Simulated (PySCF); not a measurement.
Species, as SMILES: [O+]([O-])=O.
Geometry (B3LYP-D3(BJ)/def2-TZVP, fixed):
```xyz
3

O     -0.0102     1.0756    -0.2169
O      0.0093     0.0011     0.4285
O      0.0009    -1.0767    -0.2116
```

How fast the mean static polarisability converges with the basis for several methods (PySCF): deviation from each method's own reference, in %. References: HF 20.38 bohr³, the value in d-aug-cc-pVTZ; PBE 19.22 bohr³, the value in d-aug-cc-pVTZ; PBE0 18.78 bohr³, the value in d-aug-cc-pVTZ. All functions are spherical. Density fitting with generated auxiliary sets. No added dispersion term, no relativity. 

```json
[
 {"basis": "STO-3G", "functions": "15", "HF": "-60.6", "PBE": "-68.2", "PBE0": "-66.1"},
 {"basis": "6-31G", "functions": "27", "HF": "-30.0", "PBE": "-41.0", "PBE0": "-37.8"},
 {"basis": "3-21G", "functions": "27", "HF": "-41.2", "PBE": "-50.4", "PBE0": "-47.6"},
 {"basis": "def2-SVP", "functions": "42", "HF": "-26.8", "PBE": "-37.3", "PBE0": "-33.8"},
 {"basis": "cc-pVDZ", "functions": "42", "HF": "-29.0", "PBE": "-38.9", "PBE0": "-35.6"},
 {"basis": "6-311G**", "functions": "54", "HF": "-25.2", "PBE": "-35.4", "PBE0": "-32.1"},
 {"basis": "aug-cc-pVDZ", "functions": "69", "HF": "-3.9", "PBE": "-4.9", "PBE0": "-4.5"},
 {"basis": "pcseg-2", "functions": "90", "HF": "-11.0", "PBE": "-17.9", "PBE0": "-15.4"},
 {"basis": "def2-TZVPP", "functions": "93", "HF": "-12.8", "PBE": "-20.2", "PBE0": "-17.5"},
 {"basis": "jun-cc-pV(T+d)Z", "functions": "117", "HF": "-1.0", "PBE": "-2.0", "PBE0": "-1.6"},
 {"basis": "def2-QZVPP", "functions": "171", "HF": "-7.9", "PBE": "-13.5", "PBE0": "-11.2"},
 {"basis": "pcseg-3", "functions": "180", "HF": "-3.9", "PBE": "-7.6", "PBE0": "-6.0"}
]
```

Mean absolute deviation over 6-311G**, pcseg-2, def2-TZVPP, jun-cc-pV(T+d)Z: HF 12.5, PBE0 16.6, PBE 18.9 %.
